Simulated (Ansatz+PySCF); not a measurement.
singlet PH3: levels of theory in one basis

```yaml
atoms:
  - { symbol: P, position_ang: [0.0000, 0.0000, 0.1198] }
  - { symbol: H, position_ang: [1.1008, 0.0000, -0.5988] }
  - { symbol: H, position_ang: [-0.5504, 0.9533, -0.5988] }
  - { symbol: H, position_ang: [-0.5504, -0.9533, -0.5988] }
```

Basis set: def2-SVP (spherical functions). Frozen core: 5 orbitals. Charge 0, multiplicity 1.

Computed with Ansatz (development build ahead of 0.2.0); each method stands on the lowest determinant of its kind that the runs found. NEVPT2 correlates all electrons. Active spaces start from the frontier orbitals, and the lowest solution found is given.

```tsv
method	E − E(RHF) (eV)	<S²> of the determinant
RHF	0.00	0.00
RHF-CCSD	-4.36	–
RHF-CCSD(T)	-4.44	–
CASSCF(8,7)	-1.18	–
SC-NEVPT2(8,7)	-3.95	–
```

Question: What does RHF-MP2 give on the same scale?

Answer: -3.61 eV.

Question: Is a single determinant a sound starting point here?

Answer: By this sign, yes. Unrestricted orbitals gain 0.00 eV and <S²> is 0.00 against 0.00 for a pure state. The CASSCF(8,7) natural occupations are 1.99, 1.98, 1.98, 1.98, 0.03, 0.03, 0.01.
